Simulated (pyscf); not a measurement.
Thermochemistry of product channels of `[OH][Al]([Cl])[Cl]` + `[OH][SiH3]` on the singlet surface, in kcal/mol, from ωB97M-D3(BJ)/def2-TZVP energies (ideal gas, 1 atm, RRHO with modes under 100 cm⁻¹ raised to 100, one conformer, R ln 2 for chiral ones without a mode under 150 cm⁻¹). Single points on ωB97X-D3(BJ)/def2-SVP structures (PySCF, gas phase).

| products | ΔE | ΔH(298 K) | ΔG(600 K) | ΔG(900 K) |
|---|---|---|---|---|
| `[OH][SiH2][O][Al]([Cl])[Cl]` + `[H][H]` | -27.1 | -29.1 | -21.1 | -17.8 |
| `[OH][Al]([Cl])[O][SiH3]` + `[ClH]` | +0.3 | -0.9 | +1.9 | +3.0 |

These are energies of the channels, which say nothing of barriers.
